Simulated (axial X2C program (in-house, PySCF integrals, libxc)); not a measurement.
**SiNC⁺: properties at the nuclei**

Computed with an axial X2C code built on PySCF integrals: two-component X2C with atomic mean-field Coulomb and Gaunt terms, Gaussian nuclei, basis Si dyall-v3z, N dyall-av3z, C dyall-v3z with contracted cores.

Si–N–C held linear, with bonds 1.672 and 1.204 Å (near the PBE0 minimum at charge 1 of the determinant lowest at the starting distance; the state shown can have its own minimum elsewhere, held linear; other orders of the atoms were not compared).

Input and command:
```json
{"zs": [14, 7, 6], "q": 1, "bas": ["dyall-v3z", "dyall-av3z", "dyall-v3z"], "r0": [1.82, 1.17], "symm": 0, "scan": ["PBE0", "HF", "LDA"], "levels": ["PBE0", "HF", "r2SCAN"], "nst": 2}
```
```bash
python solin.py task.json out
```

Keys: zs atomic numbers; q charge; bas basis sets; r0 starting distance in Å; symm equal bonds; scan levels of the two-bond scan; levels methods; nst determinants followed.

Determinant lowest in the PBE0 search, Ω = 0 (closed shell), highest spinor 41% C p, 26% C s, 16% N p:

| level | qzz Si (a.u.) | qzz N (a.u.) | qzz C (a.u.) |
| --- | --- | --- | --- |
| PBE0 | -2.03 | -0.19 | -1.19 |
| HF | -2.16 | -0.17 | -1.33 |
| r2SCAN | -1.99 | -0.22 | -1.19 |

qzz is the electric field gradient, eQq0 = 234.96 MHz × Q/barn × qzz. The operators were transformed with the bare-nucleus X2C matrices; with these basis sets, hyperfine constants and field gradients can be off by tens of per cent, and where levels differ in sign neither size nor sign is settled.

(1) With Q(14N) = 0.02044 barn (Q from Pyykkö, Mol. Phys. 2018), turn the PBE0 values of the first state into constants in MHz.

The molecule was held linear; bending was not examined, so a bent shape may lie lower.

Each state is one determinant with collinear spin. The search compared states at one distance, so a state with another bond length can lie lower.

Answers

(1) eQq0(14N) = 234.96 × (0.02044) × (-0.19) = -0.912 MHz.
